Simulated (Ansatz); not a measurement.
**CH3BSi (SMILES B1C=[SiH]1): single points off equilibrium**

One table from this session's results is given with a row withheld; the runs are named, their logs left out.

Method: single points in def2-TZVPP; program: Ansatz 0.2.0, Gaussian basis.

Cores are frozen in the correlated methods.

### The starting structure

SMILES `B1C=[SiH]1`, 6 atoms, charge 0, spin multiplicity 1.

Atoms are counted from 1 here; the program's logs count them from 0.

Bond lengths: B1–C2 1.469 Å, B1–Si3 1.905 Å, B1–H4 1.148 Å, C2–Si3 1.837 Å, C2–H5 1.064 Å, Si3–H6 1.463 Å. Angles: C2–B1–Si3 64.5°, C2–B1–H4 151.1°, Si3–B1–H4 144.0°, B1–C2–Si3 69.3°, B1–C2–H5 148.0°, Si3–C2–H5 142.5°, B1–Si3–C2 46.2°, B1–Si3–H6 170.4°, C2–Si3–H6 124.3°.

Coordinates:

```
B    -0.7409   -0.6002   -0.4444
C     0.5019    0.1563   -0.6447
Si   -0.0200    0.2202    1.1159
H    -1.6393   -1.1849   -0.8560
H     1.2272    0.5366   -1.3241
H     0.7265    0.9029    2.1727
```

Set-up of the first run:

run/in.yaml reads:

```yaml
crystal:
  periodic: [false, false, false]
  atoms:
    - {symbol: B, position_ang: [-0.740900, -0.600200, -0.444400]}
    - {symbol: C, position_ang: [0.501900, 0.156300, -0.644700]}
    - {symbol: Si, position_ang: [-0.020000, 0.220200, 1.115900]}
    - {symbol: H, position_ang: [-1.639300, -1.184900, -0.856000]}
    - {symbol: H, position_ang: [1.227200, 0.536600, -1.324100]}
    - {symbol: H, position_ang: [0.726500, 0.902900, 2.172700]}
basis:
  gaussian: {orbitals: def2-TZVPP}
correlation: {method: ccsd_t}
output: {forces: true}
```

The command line of these runs was not kept.

Steps of the session up to this table: CCSD(T)/def2-TZVPP; PBE0-D4/def2-TZVPP; wB97M-V/def2-TZVPP; r2SCAN-D4/def2-TZVPP; PBE-D4/def2-TZVPP; SPW92/def2-TZVPP; r2SCAN0-D4/def2-TZVPP.

One of the session's tables, all rows but one given; the rest of the session is left out.

```
    method  RMS force component (eV/Å)  angle to CCSD(T) forces (°)  dipole (D)
   CCSD(T)                       0.746                    reference        1.46
   PBE0-D4                       0.928                         11.0        1.53
   wB97M-V                       0.924                         12.1        1.58
 r2SCAN-D4                       0.882                          9.8        1.45
    PBE-D4                       0.837                         11.3        1.43
     SPW92                           ?                            ?           ?
r2SCAN0-D4                       0.951                         12.4        1.53
```

Estimate the missing values for SPW92.

The run gave: RMS force component (eV/Å): 1.036; angle to CCSD(T) forces (°): 17.8; dipole (D): 1.50. In the column «RMS force component (eV/Å)» it is the highest.
